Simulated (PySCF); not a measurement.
Calculation: PySCF with ωB97X-D3(BJ)/def2-TZVP // B3LYP-D3(BJ)/def2-SVP. Isolated molecules, 0 K electronic values unless said otherwise. Delta-SCF ions had no search for a lower state. 

Reference species (SMILES): `N` (neutral, multiplicity 1).

```
Quantity                                    Value
--------------------------------------  ---------
HOMO                                    -10.38 eV
HOMO–LUMO gap                            13.18 eV
dipole moment                              1.80 D
vertical ionisation energy (Delta-SCF)   11.07 eV
```

Changed species: `O` (free base H2O; the reference has free base NH3).

**Question.** What does the change do to the HOMO, HOMO–LUMO gap, dipole moment and vertical ionisation energy (Delta-SCF)?

**Answer.** the HOMO falls by 1.23 eV, to -11.61 eV; the HOMO–LUMO gap goes up by 1.12 eV, to 14.30 eV; the dipole moment increases by 0.31 D, to 2.11 D; the vertical ionisation energy (Delta-SCF) increases by 1.63 eV, to 12.70 eV.
